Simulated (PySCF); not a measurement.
# One molecule, many functionals

Species: 3-methoxy-1-propanol, C₄H₁₀O₂.
Geometry (PBE0-D3(BJ)/def2-SVP, Å), atoms numbered from 1 in this order:
```xyz
16
C4H10O2 angstrom
C     -2.390   -0.420    1.188
O     -1.230    0.128    0.649
C     -0.792   -0.521   -0.510
C      0.499    0.112   -0.978
C      1.632   -0.013    0.030
O      2.836    0.537   -0.433
H     -3.245   -0.359    0.484
H     -2.258   -1.485    1.465
H     -2.645    0.147    2.095
H     -0.636   -1.604   -0.311
H     -1.562   -0.457   -1.307
H      0.310    1.180   -1.186
H      0.811   -0.350   -1.928
H      1.312    0.429    0.993
H      1.832   -1.080    0.225
H      2.706    1.485   -0.533
```

Linear-response calculations in the def2-SVPD basis (PySCF; singlets by full response, triplets Tamm–Dancoff, core orbitals frozen in the response; HF means time-dependent Hartree–Fock). 'Strongest' is the level of largest summed f among the singlets computed (6 and 10 roots, of which the last may lack a degenerate partner); it can jump between rows when another state enters that window. S1 is the lowest singlet of each run and needn't be the same state throughout; f(S1) is that of one state. Isolated species at its PBE0-D3(BJ)/def2-SVP geometry (one conformer only).

```json
{"functional": "LDA", "kind": "LDA", "S1 (eV)": "5.94", "f(S1)": "0.003", "strongest (eV)": "5.97", "T1 (eV)": "5.86", "HOMO (eV)": "-6.01", "gap (eV)": "5.91", "ionisation energy, ΔSCF (eV)": "9.32"}
{"functional": "PBE", "kind": "GGA", "S1 (eV)": "5.91", "f(S1)": "0.001", "strongest (eV)": "5.98", "T1 (eV)": "5.82", "HOMO (eV)": "-5.92", "gap (eV)": "5.89", "ionisation energy, ΔSCF (eV)": "9.53"}
{"functional": "B3LYP", "kind": "global hybrid, 20% exact exchange", "S1 (eV)": "6.68", "f(S1)": "0.002", "strongest (eV)": "6.75", "T1 (eV)": "6.44", "HOMO (eV)": "-7.27", "gap (eV)": "7.67", "ionisation energy, ΔSCF (eV)": "9.39"}
{"functional": "PBE0", "kind": "global hybrid, 25% exact exchange", "S1 (eV)": "6.94", "f(S1)": "0.002", "strongest (eV)": "7.00", "T1 (eV)": "6.66", "HOMO (eV)": "-7.48", "gap (eV)": "8.19", "ionisation energy, ΔSCF (eV)": "9.41"}
{"functional": "BHandHLYP", "kind": "global hybrid, 50% exact exchange", "S1 (eV)": "7.47", "f(S1)": "0.006", "strongest (eV)": "9.19", "T1 (eV)": "7.14", "HOMO (eV)": "-9.03", "gap (eV)": "10.21", "ionisation energy, ΔSCF (eV)": "9.87"}
{"functional": "CAM-B3LYP", "kind": "range-separated hybrid", "S1 (eV)": "6.99", "f(S1)": "0.007", "strongest (eV)": "7.20", "T1 (eV)": "not run", "HOMO (eV)": "-8.95", "gap (eV)": "10.28", "ionisation energy, ΔSCF (eV)": "not run"}
{"functional": "wB97X-D", "kind": "range-separated hybrid", "S1 (eV)": "7.28", "f(S1)": "0.008", "strongest (eV)": "9.04", "T1 (eV)": "7.03", "HOMO (eV)": "-9.41", "gap (eV)": "11.76", "ionisation energy, ΔSCF (eV)": "9.73"}
{"functional": "LC-wPBE", "kind": "range-separated hybrid", "S1 (eV)": "7.48", "f(S1)": "0.009", "strongest (eV)": "8.85", "T1 (eV)": "7.10", "HOMO (eV)": "-10.23", "gap (eV)": "12.63", "ionisation energy, ΔSCF (eV)": "10.05"}
{"functional": "HF", "kind": "Hartree–Fock", "S1 (eV)": "8.56", "f(S1)": "0.006", "strongest (eV)": "10.60", "T1 (eV)": "8.08", "HOMO (eV)": "-11.45", "gap (eV)": "14.09", "ionisation energy, ΔSCF (eV)": "not settled"}
```

S1 runs from 5.91 eV (PBE) to 8.56 eV (HF), a spread of 2.64 eV, while the orbital gap spreads over 8.2 eV. Along PBE (0%), B3LYP (20%), PBE0 (25%), BHandHLYP (50%), HF (100%) S1 rises with the share of exact exchange. −ε(HOMO) comes closest to its own ΔSCF ionisation energy with LC-wPBE (+0.18 eV) and misses most with PBE (-3.61 eV). 'Not settled' means that the ion's SCF failed to converge or may have ended in another state than the lowest.
